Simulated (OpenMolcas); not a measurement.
**S2F2 (Difluorodisulfane): a chain of runs**

Wanted: the energy (UHF/STO-3G), then the energy (CASSCF(2,2)/STO-3G), then a single-point energy (CASPT2(2,2)/STO-3G), then a single-point energy (SC-NEVPT2(2,2)/STO-3G), then the energy (MRCI(2,2)/STO-3G) of S2F2 (Difluorodisulfane). 

The calculation is run with OpenMolcas 26.06.

4 further runs of the same task are left out: 4 that didn't finish.

## 1. The system as given

The species is S2F2 (4 atoms), meant as a singlet with charge 0. SMILES: `FSSF`. The S2–S3 distance was set to 3.361 Å, away from the relaxed value. At this shape a bond of the SMILES string is far longer than usual.

Bond lengths: F1–S2 1.695 Å, S3–F4 1.694 Å. A long bond or contact: S2–S3 3.361 Å.

## 2. A single-point energy at UHF/STO-3G (run 1)

The input, step1.input:

```
&gateway
baslib = $CurrDir
basisset
F.STO-3G....
F1 -2.943380 0.610069 -0.932253 angstrom
F4 1.210900 -0.280260 1.469320 angstrom
End of Basis
basisset
S.STO-3G....
S2 -1.595190 1.637249 -0.928053 angstrom
S3 1.055580 -0.303530 -0.217800 angstrom
End of Basis
&seward
&scf
uhf
scramble = 0.25
prorbitals = 1 1
```

The basis set STO-3G is read from a file made from the Basis Set Exchange's data (not shown).

On the command line:

```console
export MOLCAS_MEM=1860
pymolcas step1.input > step1.log
```

The program printed (excerpt; [...] marks lines left out):

```text
--- Start Module: gateway ---
[...]
--- Stop Module: gateway /rc=_RC_ALL_IS_WELL_ ---
--- Start Module: seward ---
[...]
      Basis functions           28
--- Stop Module: seward /rc=_RC_ALL_IS_WELL_ ---
--- Start Module: scf ---
[...]
       Convergence after  35 Iterations
[...]
::    Total SCF energy                               -982.2925593404
[...]
      Total spin, S                                     0.6370592873
[...]
      Total electronic charge=   50.000000
      Total            charge=   -0.000000
[...]
      Dipole Moment (debye):
      Origin of the operator (angstrom)=   -0.4921    0.4798   -0.2593
                   X=  4.6421E-01               Y=  3.9146E-01               Z= -6.5529E-01           Total=  8.9339E-01
      Quadrupole Moment (debye*angstrom):
[...]
--- Stop Module: scf /rc=_RC_ALL_IS_WELL_ ---
[...]
```

Run time: 2 s. Hardware: 1 thread of Arm Neoverse V2, shared host; peak memory 0.37 GiB.

## 3. The energy at CASSCF(2,2)/STO-3G (run 2)

The input, step2.inp:

```
* F2S2 CASSCF

&gateway
 baslib = $CurrDir
 basisset
 F.STO-3G....
 F1 -2.943380 0.610069 -0.932253 angstrom
 F4 1.210900 -0.280260 1.469320 angstrom
 End of Basis
 basisset
 S.STO-3G....
 S2 -1.595190 1.637249 -0.928053 angstrom
 S3 1.055580 -0.303530 -0.217800 angstrom
 End of Basis

&seward

&rasscf
 fileorb = $CurrDir/step1.UnaOrb
 spin = 1
 nactel = 2 0 0
 inactive = 24
 ras2 = 2
 orblisting = Nothing
```

The basis set STO-3G is read from a file made from the Basis Set Exchange's data (not shown).

On the command line:

```console
export MOLCAS_MEM=1860
pymolcas step2.inp > step2.log
```

The program printed (excerpt; [...] marks lines left out):

```text
--- Start Module: gateway ---
[...]
--- Stop Module: gateway /rc=_RC_ALL_IS_WELL_ ---
--- Start Module: seward ---
[...]
      Basis functions           28
--- Stop Module: seward /rc=_RC_ALL_IS_WELL_ ---
--- Start Module: rasscf ---
[...]
      Number of active orbitals                  2
[...]
      Spin quantum number                      0.0
[...]
      Active orbitals                            2
[...]
      Number of CSFs                             3
[...]
      Number of root(s) required                 1
[...]
      Convergence after 17 iterations
[...]
      printout of CI-coefficients larger than  0.05 for root  1
      energy=    -982.292356
      conf/sym  11     Coeff  Weight
             1  20  -0.78553 0.61706
             3  02   0.61882 0.38294
      Natural orbitals and occupation numbers for root  1
      sym 1:   1.234130   0.765870
      ************************************************************************************************************************
      *                                                    Final results                                                     *
[...]
::    RASSCF root number  1 Total energy:   -982.29235625
[...]
      Total electronic charge=   50.000000
      Total            charge=   -0.000000
[...]
      Dipole Moment (debye):
      Origin of the operator (angstrom)=   -0.4921    0.4798   -0.2593
                   X=  4.9791E-01               Y=  4.1890E-01               Z= -7.0208E-01           Total=  9.5724E-01
      Quadrupole Moment (debye*angstrom):
[...]
--- Stop Module: rasscf /rc=_RC_ALL_IS_WELL_ ---
[...]
```

Wall time 1.6 s (1 thread of Arm Neoverse V2, shared host); peak memory 0.37 GiB.

## 4. A single-point energy at CASPT2(2,2)/STO-3G (run 3)

The input, step3.inp:

```
&GATEWAY
  BASLIB = $CurrDir
  BASISSET
  F.STO-3G....
  F1 -2.943380 0.610069 -0.932253 angstrom
  F4 1.210900 -0.280260 1.469320 angstrom
  End of Basis
  BASISSET
  S.STO-3G....
  S2 -1.595190 1.637249 -0.928053 angstrom
  S3 1.055580 -0.303530 -0.217800 angstrom
  End of Basis

&SEWARD

&RASSCF
  FILEORB = $CurrDir/step2.RasOrb
  SPIN = 1
  NACTEL = 2 0 0
  INACTIVE = 24
  RAS2 = 2
  ORBLISTING = Nothing

&CASPT2
  IMAGINARY = 0.1
  FROZEN = 12
```

The basis set STO-3G is read from a file made from the Basis Set Exchange's data (not shown).

On the command line:

```console
export MOLCAS_MEM=1860
pymolcas step3.inp > step3.log
```

The program printed (excerpt; [...] marks lines left out):

```text
--- Start Module: gateway ---
[...]
--- Stop Module: gateway /rc=_RC_ALL_IS_WELL_ ---
[...]
      Basis functions           28
[...]
--- Start Module: rasscf ---
[...]
      Number of active orbitals                  2
[...]
      Spin quantum number                      0.0
[...]
      Active orbitals                            2
[...]
      Number of CSFs                             3
[...]
      Number of root(s) required                 1
[...]
      Convergence after  4 iterations
[...]
      printout of CI-coefficients larger than  0.05 for root  1
      energy=    -982.292356
      conf/sym  11     Coeff  Weight
             1  20  -0.78553 0.61706
             3  02   0.61882 0.38294
      Natural orbitals and occupation numbers for root  1
      sym 1:   1.234130   0.765870
      ************************************************************************************************************************
      *                                                    Final results                                                     *
[...]
::    RASSCF root number  1 Total energy:   -982.29235625
[...]
      Total electronic charge=   50.000000
      Total            charge=   -0.000000
[...]
      Dipole Moment (debye):
      Origin of the operator (angstrom)=   -0.4921    0.4798   -0.2593
                   X=  4.9791E-01               Y=  4.1890E-01               Z= -7.0208E-01           Total=  9.5723E-01
      Quadrupole Moment (debye*angstrom):
[...]
--- Stop Module: rasscf /rc=_RC_ALL_IS_WELL_ ---
--- Start Module: caspt2 ---
[...]
 ###    WARNING: User changed nr of frozen orbitals.                         ###
 ###############################################################################
[...]
      E2 (Variational):          -0.0729078589
      Total energy:            -982.3652641134
[...]
      Reference weight:           0.95756
[...]
::    CASPT2 Root  1     Total energy:   -982.36526411
[...]
--- Stop Module: caspt2 /rc=_RC_ALL_IS_WELL_ ---
[...]
```

It took 1.5 s on 1 thread of Arm Neoverse V2, shared host; peak memory 0.37 GiB.

## 5. A single-point energy at SC-NEVPT2(2,2)/STO-3G (run 4)

The input, step4.input:

```
* F2S2 NEVPT2
&GATEWAY
BasLib
$CurrDir
BasisSet
F.STO-3G....
F1 -2.943380 0.610069 -0.932253 angstrom
F4 1.210900 -0.280260 1.469320 angstrom
End of Basis
BasisSet
S.STO-3G....
S2 -1.595190 1.637249 -0.928053 angstrom
S3 1.055580 -0.303530 -0.217800 angstrom
End of Basis
&SEWARD
&RASSCF
FileOrb
$CurrDir/step2.RasOrb
Spin
1
Nactel
2 0 0
Inactive
24
Ras2
2
OrbListing
Nothing
&CASPT2
SC-NEVPT2
Frozen
12
```

The basis set STO-3G is read from a file made from the Basis Set Exchange's data (not shown).

On the command line:

```console
export MOLCAS_MEM=1860
pymolcas step4.input > step4.log
```

The program printed (excerpt; [...] marks lines left out):

```text
--- Start Module: gateway ---
[...]
--- Stop Module: gateway /rc=_RC_ALL_IS_WELL_ ---
[...]
      Basis functions           28
[...]
--- Start Module: rasscf ---
[...]
      Number of active orbitals                  2
[...]
      Spin quantum number                      0.0
[...]
      Active orbitals                            2
[...]
      Number of CSFs                             3
[...]
      Number of root(s) required                 1
[...]
      Convergence after  4 iterations
[...]
      printout of CI-coefficients larger than  0.05 for root  1
      energy=    -982.292356
      conf/sym  11     Coeff  Weight
             1  20  -0.78553 0.61706
             3  02   0.61882 0.38294
      Natural orbitals and occupation numbers for root  1
      sym 1:   1.234130   0.765870
      ************************************************************************************************************************
      *                                                    Final results                                                     *
[...]
::    RASSCF root number  1 Total energy:   -982.29235625
[...]
      Total electronic charge=   50.000000
      Total            charge=   -0.000000
[...]
      Dipole Moment (debye):
      Origin of the operator (angstrom)=   -0.4921    0.4798   -0.2593
                   X=  4.9791E-01               Y=  4.1890E-01               Z= -7.0208E-01           Total=  9.5723E-01
      Quadrupole Moment (debye*angstrom):
[...]
--- Stop Module: rasscf /rc=_RC_ALL_IS_WELL_ ---
--- Start Module: caspt2 ---
[...]
 ###    WARNING: User changed nr of frozen orbitals.                         ###
 ###############################################################################
[...]
      E2 (Variational):          -0.0716594998
[...]
      E2 (Variational):          -0.0716434256
      Total energy:            -982.3639996801
[...]
      Reference weight:           0.95887
[...]
::    SC-NEVPT2 Root  1     Total energy:   -982.36399968
[...]
--- Stop Module: caspt2 /rc=_RC_ALL_IS_WELL_ ---
[...]
```

Run time: 1.5 s. Hardware: 1 thread of Arm Neoverse V2, shared host; peak memory 0.37 GiB.

## 6. The energy at MRCI(2,2)/STO-3G (run 5)

The input, step5.inp:

```
&GATEWAY
 BasLib = $CurrDir
 BasisSet
 F.STO-3G....
 F1 -2.943380 0.610069 -0.932253 angstrom
 F4 1.210900 -0.280260 1.469320 angstrom
 End of Basis
 BasisSet
 S.STO-3G....
 S2 -1.595190 1.637249 -0.928053 angstrom
 S3 1.055580 -0.303530 -0.217800 angstrom
 End of Basis

&SEWARD

&RASSCF
 FileOrb = $CurrDir/step2.RasOrb
 Spin = 1
 Nactel = 2 0 0
 Inactive = 24
 Ras2 = 2
 OrbListing = Nothing

&MOTRA
 LumOrb
 Frozen = 12

&GUGA
 Electrons = 26
 Spin = 1
 Inactive = 12
 Active = 2
 CIAll = 1

&MRCI
 SDCI
```

The basis set STO-3G is read from a file made from the Basis Set Exchange's data (not shown).

On the command line:

```console
export MOLCAS_MEM=1860
pymolcas step5.inp > step5.log
```

The program printed (excerpt; [...] marks lines left out):

```text
--- Start Module: gateway ---
[...]
--- Stop Module: gateway /rc=_RC_ALL_IS_WELL_ ---
[...]
      Basis functions           28
[...]
      Number of active orbitals                  2
[...]
      Spin quantum number                      0.0
[...]
      Active orbitals                            2
[...]
      Number of CSFs                             3
[...]
      Number of root(s) required                 1
[...]
      Convergence after  4 iterations
[...]
      printout of CI-coefficients larger than  0.05 for root  1
      energy=    -982.292356
      conf/sym  11     Coeff  Weight
             1  20  -0.78553 0.61706
             3  02   0.61882 0.38294
      Natural orbitals and occupation numbers for root  1
      sym 1:   1.234130   0.765870
      ************************************************************************************************************************
      *                                                    Final results                                                     *
[...]
::    RASSCF root number  1 Total energy:   -982.29235625
[...]
      Dipole Moment (debye):
      Origin of the operator (angstrom)=   -0.4921    0.4798   -0.2593
                   X=  4.9791E-01               Y=  4.1890E-01               Z= -7.0208E-01           Total=  9.5723E-01
      Quadrupole Moment (debye*angstrom):
[...]
      *** WARNING: Default frozen orbitals is overwritten by user input.
      *** Default values:  12
[...]
--- Start Module: guga ---
[...]
--- Stop Module: guga /rc=_RC_ALL_IS_WELL_ ---
--- Start Module: mrci ---
[...]
       (But an ACPF correction will be computed)
       USE THE DEFAULT ACPF G-VALUE GFAC=   7.6923076923076927E-002
[...]
                      CI ENERGY:  -982.39356914
[...]
                ACPF CORRECTION:    -0.01011397
[...]
      Total electronic charge=   50.000000
      Total            charge=   -0.000000
[...]
     ACPF CORRECTION:     -0.01011397
[...]
  CI State   1     Total energy:   -982.39356914     QDav:     -0.01104881     QACPF:     -0.01011397
[...]
--- Stop Module: mrci /rc=_RC_ALL_IS_WELL_ ---
[...]
```

It took 1.9 s on 1 thread of Arm Neoverse V2, shared host; peak memory 0.37 GiB.

## 7. Summary of results

| quantity | value |
| --- | --- |
| run 1, UHF/STO-3G: total energy | -982.29256 Eh |
| run 1, UHF/STO-3G: dipole moment | 0.89 D |
| run 1, UHF/STO-3G: HOMO energy | -6.84 eV |
| run 1, UHF/STO-3G: LUMO energy | 5.37 eV |
| run 1, UHF/STO-3G: HOMO–LUMO gap | 12.21 eV |
| run 1, UHF/STO-3G: ⟨S²⟩ | 1.043 |
| run 2, CASSCF(2,2)/STO-3G: total energy | -982.29236 Eh |
| run 2, CASSCF(2,2)/STO-3G: dipole moment (CASSCF density) | 0.96 D |
| run 3, CASPT2(2,2)/STO-3G: total energy | -982.36526 Eh |
| run 3, CASPT2(2,2)/STO-3G: dipole moment (CASSCF density) | 0.96 D |
| run 4, SC-NEVPT2(2,2)/STO-3G: total energy | -982.36400 Eh |
| run 4, SC-NEVPT2(2,2)/STO-3G: dipole moment (CASSCF density) | 0.96 D |
| run 5, MRCI(2,2)/STO-3G: total energy | -982.39357 Eh |
| run 5, MRCI(2,2)/STO-3G: dipole moment (CASSCF density) | 0.96 D |

In words: ⟨S²⟩ (run 1, UHF/STO-3G) is 1.04 where a pure singlet has 0.00: the reference is spin-contaminated. Mulliken charges (run 1, UHF/STO-3G) run from -0.19 on F4 to +0.19 on S3; they depend strongly on the basis. Mulliken charges (run 2, CASSCF(2,2)/STO-3G) run from -0.19 on F4 to +0.19 on S3. Mulliken charges (run 3, CASPT2(2,2)/STO-3G) of the CASSCF density run from -0.19 on F4 to +0.19 on S3. Mulliken charges (run 5, MRCI(2,2)/STO-3G) of the CASSCF density run from -0.19 on F4 to +0.19 on S3.
